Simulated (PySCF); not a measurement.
**Stretching BCl⁺**

Set-up: PySCF, no relativity, basis sets B 6-311G(d,p), Cl 6-311G(d,p). Energies in eV from B⁺ + Cl in their ground configurations at the same level. State: ²Σ⁺ (doublet), unpaired electrons σ ↑.

All columns are PBE0. A positive dipole points towards Cl; it is taken about the centre of mass and depends on that origin.

```
R (Å)  E (eV)  μ (D)  Mulliken charge on B (basis-dependent)  HOMO (eV)  LUMO (eV)  Mayer bond order  ⟨S²⟩
1.379  -2.603  -1.57                                    0.45     -17.00     -10.88              2.15  0.76
1.443  -3.447  -1.94                                    0.49     -17.18     -11.11              2.08  0.76
1.507  -3.914  -2.32                                    0.54     -17.36     -11.35              2.01  0.76
1.555  -4.079  -2.61                                    0.57     -17.48     -11.54              1.96  0.76
1.603  -4.123  -2.90                                    0.60     -17.59     -11.73              1.92  0.76
1.651  -4.072  -3.19                                    0.63     -17.70     -11.93              1.87  0.76
1.715  -3.894  -3.57                                    0.66     -17.81     -12.18              1.81  0.76
1.795  -3.552  -4.03                                    0.70     -17.92     -12.50              1.73  0.76
1.891  -3.044  -4.55                                    0.74     -17.57     -12.86              1.63  0.76
2.020  -2.318  -5.17                                    0.77     -17.10     -13.28              1.47  0.76
```

A fit through these points gives, at Re = 1.599 Å, μ = -2.88 D and dμ/dR = -6.02 D/Å; the reduced mass is 8.373 u.

**Question.** How strong is the fundamental in the double-harmonic approximation, I = 42.26·(dμ/dR)²/μred km/mol?

**Answer.** I = 42.26·(-6.02)²/8.373 = 183 km/mol at PBE0.

For an ion De counts to the pair picked by the measured ionisation energies or electron affinities, which need not be the lowest pair at this level. The state is the lowest determinant that a PBE0 search found; another state may lie lower at other levels.
